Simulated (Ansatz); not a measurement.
**C2H6N radical: how energies converge with the basis set**

Aim: see how fast density functionals converge with the basis set for C2H6N radical.

The runs use Ansatz 0.2.0, Gaussian basis; one geometry, several basis sets.

Levels to be run: PBE0-D4/def2-SVP; ωB97M-V/def2-SVP; PBE0-D4/def2-QZVPP; ωB97M-V/def2-QZVPP; the functionals' def2-TZVPP values are taken from earlier runs.

## (1) Structure used throughout

An earlier PBE0-D4 in a triple-zeta def2 set relaxation fixed the geometry.

SMILES `C[N]C`, 9 atoms, charge 0, spin multiplicity 2.

Atoms are counted from 1 here; the program's logs count them from 0.

Bond lengths: C1–N2 1.427 Å, C1–H4 1.102 Å, C1–H5 1.091 Å, C1–H6 1.102 Å, N2–C3 1.427 Å, C3–H7 1.102 Å, C3–H8 1.091 Å, C3–H9 1.102 Å. Angles: N2–C1–H4 111.2°, N2–C1–H5 110.8°, N2–C1–H6 111.2°, H4–C1–H5 108.7°, H4–C1–H6 106.1°, H5–C1–H6 108.7°, C1–N2–C3 111.8°, N2–C3–H7 111.1°, N2–C3–H8 110.8°, N2–C3–H9 111.3°, H7–C3–H8 108.7°, H7–C3–H9 106.1°, H8–C3–H9 108.8°.

As a file:

```xyz
9

C    -0.23748    0.85713   -0.78071
N     0.44906   -0.38541   -0.63272
C     0.30609   -0.91533    0.68483
H    -1.31268    0.74654   -0.56776
H    -0.11930    1.24637   -1.79287
H     0.13882    1.60741   -0.06721
H    -0.75385   -1.08766    0.93081
H     0.84532   -1.85845    0.78310
H     0.68401   -0.21061    1.44251
```

## (2) PBE0-D4 in def2-SVP

in.yaml

```yaml
crystal:
  periodic: [false, false, false]
  atoms:
    - {symbol: C, position_ang: [-0.237479, 0.857130, -0.780708]}
    - {symbol: N, position_ang: [0.449061, -0.385412, -0.632720]}
    - {symbol: C, position_ang: [0.306087, -0.915331, 0.684825]}
    - {symbol: H, position_ang: [-1.312678, 0.746542, -0.567755]}
    - {symbol: H, position_ang: [-0.119297, 1.246372, -1.792866]}
    - {symbol: H, position_ang: [0.138816, 1.607407, -0.067206]}
    - {symbol: H, position_ang: [-0.753853, -1.087656, 0.930809]}
    - {symbol: H, position_ang: [0.845322, -1.858453, 0.783100]}
    - {symbol: H, position_ang: [0.684010, -0.210609, 1.442510]}
basis:
  gaussian: {orbitals: def2-SVP}
magnetization: {spin_polarized: true, initial_magnetization: 1}
hamiltonian: {xc: pbe0, dispersion: d4}
output: {orbitals: {seedname: orbitals}}
```

The runs that follow: ωB97M-V in def2-SVP; PBE0-D4 in def2-QZVPP; ωB97M-V in def2-QZVPP.

**Question.** What will the summary of the whole plan be? Wanted: PBE0-D4: double and triple zeta above quadruple; ωB97M-V: double and triple zeta above quadruple.

**Answer**, as computed:

| quantity | value |
| --- | --- |
| PBE0-D4: double and triple zeta above quadruple | 4.38, 0.22 eV |
| ωB97M-V: double and triple zeta above quadruple | 4.62, 0.22 eV |

**Reading.** PBE0-D4 gains 4.16 eV from double to triple zeta, then 0.22 eV more. These are total energies; as a rule much of such shifts cancels in differences, which this series doesn't test.
